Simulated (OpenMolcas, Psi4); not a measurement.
**N2H3 (hydrazinyl radical): the vertical ionisation energy from total energies**

The species is N2H3 (5 atoms), meant as a doublet with charge 0. As SMILES, `[NH]N`. The coordinates come from a PBE0-D4/def2-TZVP relaxation. This is one conformer, not always the lowest.

Both states at this one shape; open shells run unrestricted unless said. 1 Eh = 27.2114 eV.

```tsv
level	program	doublet N2H3 (Eh)	singlet [N2H3]+ (Eh)
U-wB97X/def2-TZVP	Psi4	-111.245331	-110.937416
UMP2/def2-TZVP, 2 core orbitals frozen	Psi4	-111.013422	-110.721933
ROCCSD(T)/STO-3G, 2 core orbitals frozen	OpenMolcas	-109.251489	-109.069064
```

**Question.** Work out the vertical ionisation energy at each level.

**Answer.** 
1. U-wB97X/def2-TZVP: -110.937416 − (-111.245331) = 0.307915 Eh = 8.38 eV.
2. UMP2/def2-TZVP: -110.721933 − (-111.013422) = 0.291489 Eh = 7.93 eV.
3. ROCCSD(T)/STO-3G: -109.069064 − (-109.251489) = 0.182425 Eh = 4.96 eV.

No measured value is set beside it here; the levels span 4.96 to 8.38 eV. Minimal sets are far from the basis-set limit.
